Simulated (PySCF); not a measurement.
A GIAO shielding run with PySCF 2.14 (density fitting, non-relativistic, gas phase) on cyclopentanol (SMILES OC1CCCC1):

```
$ OMP_NUM_THREADS=1 python probes_run.py task.json out

{"job": {"kind": "nmr", "xc": "PBE0", "basis": "pcSseg-1"}, "charge": 0, "multiplicity": 1}
O      1.846449     0.923307    -0.622686
C      0.952412     0.467105     0.372173
C      0.601560    -1.026258     0.219722
C     -0.710064    -1.033658    -0.560652
C     -1.459883     0.152261     0.037489
C     -0.376742     1.222635     0.186017
H      2.671972     0.432369    -0.553529
H      1.390908     0.659939     1.363228
H      1.395849    -1.574038    -0.288194
H      0.450465    -1.469057     1.205306
H     -1.251988    -1.973122    -0.461542
H     -0.511821    -0.850935    -1.617229
H     -2.285988     0.487450    -0.586953
H     -1.857743    -0.120088     1.016759
H     -0.576640     1.905676     1.009138
H     -0.286343     1.805358    -0.730458
```

Hardware: 1 thread of an Intel Xeon, shared host. The job also computes population analyses, field gradients, ring-centre shieldings.

**Question.** How large is the calculation?

**Answer.** 48 electrons, 152 basis functions and 784 auxiliary functions.

**Question.** How long does it take, and how much memory does it need?

**Answer.** 18 s of wall time, with 12 SCF cycles and 4 response iterations; peak memory 0.83 GiB. Times on a shared host scatter by some tens of per cent.
